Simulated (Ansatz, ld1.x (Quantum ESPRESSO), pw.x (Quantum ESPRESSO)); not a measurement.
Equation-of-state test of one PAW potential (Sr)

* Element: Sr
* Generator: ld1.x (Quantum ESPRESSO) 7.5
* Type: PAW
* Functional: LDA (PW92)
* Relativity: scalar-relativistic
* Frozen core: [Ar] 3d10
* Valence charge: 10
* Reference configuration: 4s2 4p6 4d0 5s2 5p0
* Partial waves: 4s (bound): rcut 1.90, rcutus 2.15 bohr; 5s (bound): rcut 1.90, rcutus 2.15 bohr; 4p (bound): rcut 2.35, rcutus 2.55 bohr; 5p (bound, empty): rcut 2.35, rcutus 2.55 bohr; 4d (bound, empty): rcut 2.20, rcutus 2.34 bohr; 4d channel at 1.4 Ry: rcut 2.20, rcutus 2.34 bohr; 4f channel at 0.4 Ry: rcut 2.85, rcutus 3.50 bohr
* Local potential: all-electron potential smoothed inside 2.75 bohr (lloc = -1)
* Core correction: none
* Augmentation charge: GAUSS, radius 1.45 bohr

Atomic tests: cutoffs needed: 15 Ry and 21 Ry (the cutoffs (Ry, on a coarse ladder) from which the occupation-weighted sum of valence levels, in a spherical-Bessel basis at the reference potential, stays within 10 and 1 mRy of its value at 400 Ry); ghost test: no extra level below or beside the all-electron valence levels (s, p, d, f tested) (spherical-Bessel basis up to 400 Ry, 20 bohr box); configuration tests: 1 of 9 tests not solved or not reliable.

Crystal test: fcc Sr in pw.x 7.5, no spin, 10³ k-points, Fermi–Dirac smearing 0.01 Ry, cutoffs 40/320 Ry. The reference is all-electron LAPW (Ansatz 0.2.0) with the same functional, mesh and smearing; V0 and B0 come from Birch–Murnaghan fits to the pressures at five volumes. Errors are pseudo minus all-electron; Δ is the rms difference of the E(V) curves that follow from these fits, minima aligned, over ±6 % about the mean V0. Mesh and smearing are coarse, so the numbers serve the comparison and aren't converged zero-temperature values; the lattice is a test structure that the element need not adopt.

```json
{"V (Å³/atom)": "46.459", "P all-electron (GPa)": "0.75", "P pseudo (GPa)": "0.74"}
{"V (Å³/atom)": "47.681", "P all-electron (GPa)": "0.35", "P pseudo (GPa)": "0.34"}
{"V (Å³/atom)": "48.904", "P all-electron (GPa)": "-0.00", "P pseudo (GPa)": "-0.01"}
{"V (Å³/atom)": "50.127", "P all-electron (GPa)": "-0.32", "P pseudo (GPa)": "-0.33"}
{"V (Å³/atom)": "51.349", "P all-electron (GPa)": "-0.61", "P pseudo (GPa)": "-0.62"}
```

All-electron: a0 = 5.805 Å (V0 = 48.89 Å³/atom), B0 = 13.5 GPa.

Pseudopotential: mean pressure error (GPa): -0.01; a0 (Å): 5.803; a0 error (%): -0.02; B0 error (%): +0.1; Δ (meV/atom): 0.1. Atomic configuration tests: 1 of 9 tests not solved or not reliable.

Question: At the middle volume, how do free energy and pressure move when the wave cutoff is lowered (ecutrho held at 320 Ry)?

Answer:

| cutoff (Ry) | shift of F (meV/atom) | shift of P (GPa) |
| --- | --- | --- |
| 18 | +44.9 | -0.72 |
| 24 | +6.6 | -0.01 |
| 32 | +1.8 | -0.03 |

The run at the middle volume (47 k-points, 13 iterations) took about 24 s on one core of a shared host (Neoverse-V1, 32 threads, 247 GiB, load 25).
